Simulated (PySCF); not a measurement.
## Exercise with solution: entropy of an ideal gas

methane (CH₄), SMILES C.

Geometry optimised at PBE0-D3(BJ)/def2-TZVPD.

PySCF 2.14.0 with PBE0-D3(BJ)/def2-TZVPD gives the harmonic wavenumbers 1325, 1325, 1325, 1551, 1551, 3046, 3167, 3167, 3167 cm⁻¹ and the rotational temperatures 7.5993, 7.5993, 7.5993 K. The molar mass is 16.04 g/mol, the symmetry number 12, the spin multiplicity 1.

Task: Work out the entropy at 298.15 K and 1 atm in the rigid-rotor, harmonic-oscillator model.

Result: 
Translation (Sackur–Tetrode at 1 atm): S = R[1.5 ln M + 2.5 ln T − 1.16487] = 143.4 J/(mol K).
Rotation: q = (√π/σ) T^1.5/√(θA θB θC) = 36.3, S = R[ln q + 3/2] = 42.3 J/(mol K).
Vibration: with u = 1.4388 ν/T, each mode gives R[u/(e^u − 1) − ln(1 − e^−u)]:
```tsv
ν (cm⁻¹)	modes	u	S (J/(mol K))
1325	3	6.39	0.31
1551	2	7.48	0.08
```
The stiffer modes add less than 0.005 each. Sum 0.4 J/(mol K).
Spin: R ln 1 = 0.0 J/(mol K).
Total 186.1 J/(mol K); the program's own thermochemistry gives 186.1. Translation makes up 77 % and vibration 0 %. Anharmonicity, hindered rotation and orbital degeneracy are left out.
